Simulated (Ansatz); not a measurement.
# Iridium, fcc: HSE06 after PBE

How do the levels change when part of the exchange is made exact, and what does it cost? Spin polarisation is left out. The cell comes from an earlier PBE relaxation. Exact exchange is dear, so the k-mesh is coarse, and PBE is run on the same mesh for comparison.

Method: DFT, plane waves (420 eV) with PBE-made PAW files, scalar-relativistic; functionals as named at each step, in Ansatz 0.2.0.

The structure is cubic, space group Fm-3m (No. 225). The conventional cell has a = 3.872 Å, b = 3.872 Å, c = 3.872 Å, α = 90.00°, β = 90.00°, γ = 90.00°. Ir (site symmetry m-3m) has 12 Ir at 2.74 Å as nearest neighbours.

Coordinates:

```cif
data_structure
_symmetry_space_group_name_H-M 'P 1'
_symmetry_Int_Tables_number 1
_cell_length_a 2.7380
_cell_length_b 2.7380
_cell_length_c 2.7380
_cell_angle_alpha 60.000
_cell_angle_beta 60.000
_cell_angle_gamma 60.000
_cell_volume 14.51
loop_
_atom_site_label
_atom_site_type_symbol
_atom_site_fract_x
_atom_site_fract_y
_atom_site_fract_z
_atom_site_occupancy
Ir1 Ir 0.00000 0.00000 0.00000 1
```

```
                         quantity                         value
                         PBE: gap  none (levels filled in part)
                       HSE06: gap  none (levels filled in part)
HSE06: SCF cycles, exchange loops                         14, 2
 HSE06: CPU time over that of PBE                            21
```

**Reading.** Both PBE and HSE06 leave levels filled in part. HSE06 cost 21 times the CPU time of PBE. The exchange operator of HSE06 was renewed in 2 outer loops. Absolute energies differ from functional to functional, by eV per atom at times, and say nothing by themselves.

Which input would start the first run of this session?

A: The one that was run. It is one of several that fit.

The run with PBE.

input.yaml reads:

```yaml
crystal:
  lattice:
    - [0.0, 1.9360622003, 1.9360622003]
    - [1.9360622003, 0.0, 1.9360622003]
    - [1.9360622003, 1.9360622003, 0.0]
  atoms:
    - { symbol: Ir, position: [0.0, 0.0, 0.0] }
hamiltonian:
  xc: pbe
  pseudopotentials:
    kind: paw
    azcp:
      Ir: "pseudopotentials/Ir.paw.azcp"
basis:
  ecutwfc: 420
  fft_grid_basis: typed
kpoints:
  mp_grid: { grid: [7, 7, 7], shift: [0, 0, 0] }
magnetization:
  spin_polarized: false
scf:
  occupations: { method: fermi_dirac, width: 0.1 }
```
